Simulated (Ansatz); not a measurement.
# ClH₃SSi: one species, many methods

The task here is to estimate one member of a computed series from the others.

Method: functionals in def2-TZVPP, the program's frozen cores in correlated methods; program: Ansatz 0.2.0, Gaussian basis.

Plan: LDA (SPW92), PBE-D4, revPBE-D4, BLYP-D4, r2SCAN-D4, B97M-V, PBE0-D4, B3LYP-D4, r2SCANh-D4, r2SCAN0-D4, HSE06-D4, BHLYP-D4, CAM-B3LYP-D4, LC-ωPBE, ωB97X-V, ωB97M-V, B2PLYP, PBE-QIDH; CCSD(T)/def2-SVP; CCSD(T)/def2-TZVPP; MP2/def2-QZVPP; extrapolation to the limit; RPA on PBE.

## The geometry

The geometry comes from an earlier relaxation with PBE0-D4 in a triple-zeta def2 set; it is a stationary point.

SMILES `S[SiH2]Cl`, 6 atoms, charge 0, spin multiplicity 1.

Atoms are counted from 1 here; the program's logs count them from 0.

Bond lengths: S1–Si2 2.120 Å, S1–H4 1.344 Å, Si2–Cl3 2.054 Å, Si2–H5 1.479 Å, Si2–H6 1.478 Å. Angles: Si2–S1–H4 94.3°, S1–Si2–Cl3 112.9°, S1–Si2–H5 111.2°, S1–Si2–H6 105.5°, Cl3–Si2–H5 106.5°, Cl3–Si2–H6 108.5°, H5–Si2–H6 112.3°.

The first run:

File in.yaml:

```yaml
crystal:
  periodic: [false, false, false]
  atoms:
    - {symbol: S, position_ang: [-1.236366, -1.164090, -0.152626]}
    - {symbol: Si, position_ang: [0.414441, 0.096000, 0.275329]}
    - {symbol: Cl, position_ang: [-0.126228, 2.058873, 0.544832]}
    - {symbol: H, position_ang: [-1.433771, -0.657391, -1.381977]}
    - {symbol: H, position_ang: [1.399718, 0.078736, -0.827093]}
    - {symbol: H, position_ang: [0.982206, -0.412118, 1.541545]}
basis:
  gaussian: {orbitals: def2-TZVPP}
hamiltonian: {xc: lda}
output: {orbitals: {seedname: orbitals}}
```

Steps of the session up to this table: LDA; PBE-D4 (GGA); revPBE-D4 (GGA); BLYP-D4 (GGA); r2SCAN-D4 (meta-GGA); B97M-V (meta-GGA); PBE0-D4 (hybrid); B3LYP-D4 (hybrid); r2SCANh-D4 (hybrid); r2SCAN0-D4 (hybrid); HSE06-D4 (hybrid); BHLYP-D4 (hybrid); CAM-B3LYP-D4 (range-separated); LC-ωPBE-D4 (range-separated; the results give it without D4); ωB97X-V (range-separated); ωB97M-V (range-separated); B2PLYP (double hybrid); PBE-QIDH (double hybrid).

One of the session's tables, all rows but one given; the rest of the session is left out.

It belongs to the step «Frontier levels by functional». 

```
  functional  HOMO (eV)  gap (eV)
 LDA (SPW92)      -6.81      5.67
      PBE-D4      -6.69      5.75
   revPBE-D4      -6.64      5.78
     BLYP-D4      -6.51      5.66
   r2SCAN-D4      -6.98      6.38
      B97M-V          ?         ?
     PBE0-D4      -7.93      7.94
    B3LYP-D4      -7.66      7.41
  r2SCANh-D4      -7.44      7.16
  r2SCAN0-D4      -8.12      8.34
    HSE06-D4      -7.53      7.16
    BHLYP-D4      -9.00      9.91
CAM-B3LYP-D4      -9.24     10.28
     LC-ωPBE     -10.68     12.97
     ωB97X-V     -10.30     12.42
     ωB97M-V     -10.12     11.94
```

Q: Estimate the row for B97M-V from the others.

**Answer.** HOMO (eV): -7.09; gap (eV): 6.34. In the column «HOMO (eV)» it lies between r2SCANh-D4 (-7.44) and r2SCAN-D4 (-6.98).
